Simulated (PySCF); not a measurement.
**Working out the ionisation energy of Mg**

Mg [Ne] 3s2 (1S) → Mg⁺ [Ne] 3s1 (2S). Calculation: PySCF 2.14, in aug-cc-pCVDZ; no relativity, point nucleus. Frozen: nothing. Energies in hartree (1 hartree = 27.21139 eV):

```json
{"part": "UHF", "Mg (lower)": "-199.608341", "Mg⁺ (upper)": "-199.365083"}
{"part": "CCSD correlation", "Mg (lower)": "-0.207961", "Mg⁺ (upper)": "-0.174612"}
{"part": "(T)", "Mg (lower)": "-0.000974", "Mg⁺ (upper)": "-0.000303"}
```

Question: What does Hartree-Fock give?

Answer: (-199.365083) − (-199.608341) = 0.243258 hartree = 6.619 eV.

Question: What do CCSD and CCSD(T) give?

Answer: The CCSD correlation energies differ by 0.033349 hartree = 0.907 eV and the triples by 0.000671 hartree = 0.018 eV, so CCSD gives 7.526 eV and CCSD(T) 7.544 eV.

Measured between the centres of the two terms (NIST): 7.646 eV, so CCSD(T) (all electrons) is off by -0.102 eV.

A double-zeta basis recovers only part of the correlation energy.

What remains against the reference includes basis incompleteness and higher excitations.
